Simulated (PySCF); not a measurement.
Molfile (atoms numbered from 1):
```
C4H7N
     RDKit          3D

 12 12  0  0  0  0  0  0  0  0999 V2000
    2.0787   -0.6782    0.4012 C   0  0  0  0  0  0  0  0  0  0  0  0
    0.8344   -0.8278    0.2331 N   0  0  0  0  0  0  0  0  0  0  0  0
    0.0271    0.3094    0.0262 C   0  0  0  0  0  0  0  0  0  0  0  0
   -1.3706    0.2594    0.5856 C   0  0  0  0  0  0  0  0  0  0  0  0
   -1.1613    0.1404   -0.8851 C   0  0  0  0  0  0  0  0  0  0  0  0
    2.5817    0.3095    0.3961 H   0  0  0  0  0  0  0  0  0  0  0  0
    2.7132   -1.5609    0.5592 H   0  0  0  0  0  0  0  0  0  0  0  0
    0.5279    1.2910    0.0183 H   0  0  0  0  0  0  0  0  0  0  0  0
   -1.6313   -0.6468    1.1369 H   0  0  0  0  0  0  0  0  0  0  0  0
   -1.7840    1.1859    0.9915 H   0  0  0  0  0  0  0  0  0  0  0  0
   -1.2772   -0.8471   -1.3374 H   0  0  0  0  0  0  0  0  0  0  0  0
   -1.4231    0.9825   -1.5304 H   0  0  0  0  0  0  0  0  0  0  0  0
  1  2  2  0
  2  3  1  0
  3  4  1  0
  4  5  1  0
  5  3  1  0
  1  6  1  0
  1  7  1  0
  3  8  1  0
  4  9  1  0
  4 10  1  0
  5 11  1  0
  5 12  1  0
M  END
```

Geometry: PBE0-D3(BJ)/def2-SVP; GIAO shifts from PySCF 2.14, gas phase, non-relativistic, averaged over equivalent atoms.

At PBE0/pcSseg-1 (120 basis functions, 7.8 s wall time on 1 thread of an Arm Neoverse V2, shared host):
| atoms | δ (ppm) |
| --- | --- |
| C1 | 152.7 |
| C3 | 45.1 |
| C4/C5 | 12.4 |
| N2 | 419.5 |
| H6 | 7.66 |
| H7 | 7.03 |
| H8 | 2.37 |
| H9/H11 | 1.00 |
| H10/H12 | 0.91 |

Scale: TMS for $^{13}$C (184.41 ppm), $^{1}$H (31.27 ppm); NH3 for $^{15}$N (265.67 ppm) (reference shieldings calculated alike).

Task: Predict the values at wB97X-D/pcSseg-2 on the same geometry.

Result: 
| atoms | δ at wB97X-D/pcSseg-2 | change |
| --- | --- | --- |
| C1 | 158.2 | +5.5 |
| C3 | 46.4 | +1.3 |
| C4/C5 | 12.6 | +0.2 |
| N2 | 421.6 | +2.1 |
| H6 | 7.78 | +0.12 |
| H7 | 7.06 | +0.03 |
| H8 | 2.62 | +0.25 |
| H9/H11 | 1.03 | +0.03 |
| H10/H12 | 0.86 | -0.05 |

Chemical shifts δ = σref − σ; TMS for $^{13}$C (σref 184.42), $^{1}$H (σref 31.36); NH3 for $^{15}$N (σref 260.06), all at this level.

The largest change is at C1 (C=N carbon). Cost: 278 basis functions, 36 s wall time on 1 thread of an Arm Neoverse V2, shared host. The order of the carbon signals is the same at both levels.

Experimental scales use liquid or dissolved standards, which lie at an offset from isolated NH3 (liquid NH3: subtract about 20 ppm). Unscaled 15N shifts of sp2 nitrogen come out 20 to 40 ppm too high even then.
